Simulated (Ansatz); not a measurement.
`F[SiH]F`, charge 0, multiplicity 2.

Question: Give a relaxed structure at PBE0-D4/def2-TZVP (Ansatz). (Best estimate.)

Answer: Computed: 
Z-matrix (Å, degrees):
```
Si
F 1 1.592
F 1 1.592 2 107.2
H 1 1.493 2 107.6 3 -115.6
```
Point group Cs.
